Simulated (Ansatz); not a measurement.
Scan of H$_{2}$Al–MgH, singlet

Starting geometry (PBE0/def2-TZVP stationary point for this spin, not checked as a minimum):

```yaml
atoms:
  - { symbol: Al, position_ang: [0.0000, 0.0000, 1.2766] }
  - { symbol: Mg, position_ang: [0.0000, 0.0000, -1.4644] }
  - { symbol: H, position_ang: [0.0000, 1.3369, 2.1594] }
  - { symbol: H, position_ang: [0.0000, -1.3369, 2.1594] }
  - { symbol: H, position_ang: [0.0000, 0.0000, -3.1801] }
```

From there H5 moves along the line of the two atoms named below, all else staying in place; atoms are numbered as listed. Energies are in kcal/mol, counted from the starting geometry at the same level.

Basis 6-31G; Ansatz 0.2.0. Correlated methods freeze the noble-gas cores. R marks a restricted (for open shells ROHF) determinant, U an unrestricted one. The metal's outer-core shells are frozen, which leaves out core–valence correlation.

Unrestricted rows (U) aren't spin-pure: their determinants' ⟨S²⟩ exceeds S(S+1) by up to 1.01, so they mix in states of higher spin.

Full CI is exact within this basis and frozen core; it isn't the basis-set limit. The frozen core follows each run's orbitals, which can shift R against U totals by a few meV.

```
distance Mg2-H5 (Å)  full CI  unpaired electrons (full CI)  error CISD  error UCCSD  error UCCSD(T)  error BCCD(T)  error RCCSDT  error UCCSDT(Q)
              1.382     21.1                          0.04        -0.3         -0.1             0.0            0.0           0.0              0.0
              1.515      7.4                          0.04        -0.2          0.0             0.0            0.0           0.0              0.0
              1.716      0.0                          0.05         0.0          0.0             0.0            0.0           0.0              0.0
              1.868      0.6                          0.05         0.2          0.1             0.0            0.0           0.0              0.0
              2.141      7.9                          0.07         0.8          0.2             0.1            0.1           0.0              0.0
              2.365     16.3                          0.11         1.4          0.4             0.2            0.2           0.0              0.0
              2.813     32.6                          0.27         3.4          1.2             0.6            0.4           0.0              0.0
              3.155     42.2                          0.55         5.7          1.9             1.2            0.5           0.1              0.0
              3.829     52.6                          1.37        11.7          1.9             1.6           0.6*          0.1*             0.1*
              4.714     56.2                          1.94        18.0          0.4             0.4          -0.3*          0.1*              0.1
              5.693     56.8                          2.04        20.6          0.0             0.0          -1.2*          0.0*              0.0
```

An asterisk marks runs whose energy the program itself flagged as in doubt.

Unpaired electrons are Σ n²(2−n)² over natural occupations. Errors are those of relative energies. In total energy the starting point itself misses full CI by: CISD 3.5, UCCSD 1.1, UCCSD(T) 0.4, BCCD(T) 0.4, RCCSDT 0.1, UCCSDT(Q) 0.0 kcal/mol.

Spread of the error over the points with a reference, to 5.693 Å (largest less smallest): RCCSDT 0.1, UCCSDT(Q) 0.1, UCCSD(T) 1.6, BCCD(T) 1.8, UCCSD 1.9, CISD 20.9 kcal/mol.

Going outwards, the relative energy of UCCSD(T) first misses by more than 1.0 kcal/mol at 3.155 Å.

CISD is cut at a fixed excitation level from one determinant, and lies 20.6 kcal/mol too high at 5.693 Å.
